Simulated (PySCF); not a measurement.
SiH3 (doublet state).
Structure used (GFN2-xTB), in Å, numbered top down from 1:
```xyz
4
SiH3 angstrom
Si     0.000    0.002    0.233
H     -0.566    1.296   -0.093
H      1.409   -0.154   -0.070
H     -0.834   -1.138   -0.092
```

As a line formula: `[SiH3]` [radical].

Computed with UKS B3LYP, pcH-1 on H Si, non-relativistic, mean-field spin-orbit, GIAO in PySCF. Isolated species at its GFN2-xTB geometry, gas phase. A GFN2-xTB geometry isn't a minimum of the functional, and hyperfine couplings can be far from their values at a DFT geometry, by a factor of two or more for some ions and for spin on atoms past the first row.

Q: What is the g tensor, term by term?

A: 
| Δg (ppm) | 1 | 2 | 3 |
| --- | --- | --- | --- |
| relativistic mass correction | -119 | -119 | -119 |
| gauge correction | 5 | 39 | 39 |
| orbital Zeeman/spin–orbit | -6 | 2517 | 2520 |
| total | -119 | 2437 | 2439 |

So g = 2.00220, 2.00476, 2.00476 and g_iso = 2.00390; the tensor is axial. 

Q: At 9.75 GHz, how far is the centre of the isotropic spectrum from where a free electron (g = 2.002319) resonates?

A: B = hν/(g μB) with μB/h = 13.99624 MHz/mT gives 347.90 mT for the free electron and 347.63 mT at g_iso, 0.28 mT lower.

Q: What are the electron Larmor frequencies g μB B/h along the three axes at 350 mT?

A: 9.8081, 9.8207, 9.8207 GHz for g1, g2 and g3, a range of 12.5 MHz.

Q: What effective moment and Curie constant follow for a powder?

A: With the mean of g² = 4.0156 and S(S+1) = 0.75: μ_eff = √(⟨g²⟩S(S+1)) = 1.735 μB and χT = 0.12505·⟨g²⟩·S(S+1) = 0.377 cm³ K/mol (cgs; spin-Hamiltonian part alone).

Q: In a frozen sample, at which fields do the three g values resonate at 9.5, 34, 94 and 263 GHz (hyperfine left aside), and which band first spreads them over more than twice a line width of 0.3 mT?

A: 
```csv
band,GHz,B(g3) mT,B(g2) mT,B(g1) mT,spread mT
X,9.5,338.57,338.57,339.00,0.43
Q,34.0,1211.73,1211.73,1213.28,1.55
W,94.0,3350.07,3350.08,3354.35,4.28
J,263.0,9373.07,9373.09,9385.05,11.98
```

The spread grows in proportion to the frequency. Q band is the first where it exceeds 0.6 mT.

The largest Mulliken spin population is on Si1 (+1.05). The angles at Si1 add up to 346.0°, so it is slightly pyramidal.

The HOMO–LUMO gaps are 6.51 eV among the α and 7.33 eV among the β orbitals.

Time: 6.3 s of wall time. Hardware: x86-64 server, one thread, no GPU, shared host.
